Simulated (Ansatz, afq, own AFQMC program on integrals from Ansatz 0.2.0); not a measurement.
# Where AFQMC and coupled cluster stand for AlO, doublet

| atom | x (Å) | y (Å) | z (Å) |
| --- | --- | --- | --- |
| Al | 0.0000 | 0.0000 | 0.0000 |
| O | 0.0000 | 0.0000 | 4.2710 |

Basis 6-31G. Only valence electrons are correlated. Ansatz 0.2.0 and our own AFQMC program on the same integrals; the CISD trial comes from CCSD amplitudes, and released means the phaseless constraint is let go. ± is one standard error of the sampling.

Determinant: ROHF, the one that the program's search chose, which needn't be the lowest solution. The geometry is a point of a scan.

Full CI on the same integrals is exact in this basis and with this determinant's frozen core.

Cautions: a spin-contaminated unrestricted determinant lies lower (UHF 5.26 eV lower, ⟨S²⟩ 1.75); the search met a lower determinant of the same kind, perhaps of another symmetry (2.12 eV lower); strong correlation (T1 0.236, weight of the determinant 0.39, largest double 0.19); CCSD(T) is in doubt: among natural orbitals it converges to other amplitudes; the CCSDT(Q) amplitudes may be one of several solutions (largest double 0.61); the released energies are still falling, so no released level is given (meV from the phaseless value at times in 1/Eh: -5 ± 7 at 0.24, -9 ± 8 at 0.51, -31 ± 8 at 0.99, -51 ± 8 at 1.62, -57 ± 13 at 2.40); the next higher spin lies close (full CI puts it 64 meV above).

```
T1 diagnostic                               : 0.2365
weight of the determinant in the CISD state : 0.390
size of the correlated space                : 9 electrons in 16 orbitals
```

```json
{"level": "MP2", "correlation energy (eV)": "-9.4938"}
{"level": "CCSD", "correlation energy (eV)": "-7.6042"}
{"level": "CCSD(T)", "correlation energy (eV)": "-7.6514"}
```

Q: Estimate where full CI lies against CCSD(T) on the same integrals.

A: 1.67 kcal/mol below CCSD(T).

Reference: full CI, correlation energy -7.724 eV. The cautions show a poor starting determinant, so the rows tell how each method copes with it here, and full CI is the sure value.

| level | E − E(reference) (kcal/mol) | share of correlation (%) |
| --- | --- | --- |
| CCSD(T) | 1.67 | 99.06 |
| CCSDT | 0.73 | 99.59 |
| CCSDT(Q) | 0.02 | 99.99 |
| ph-AFQMC/CISD | 3.06 ± 0.16 | 98.28 |

CCSDT and higher add their correlation energy to the determinant of the CCSD(T) run, since their own runs factorise the integrals more tightly (a shift of under 2 meV).
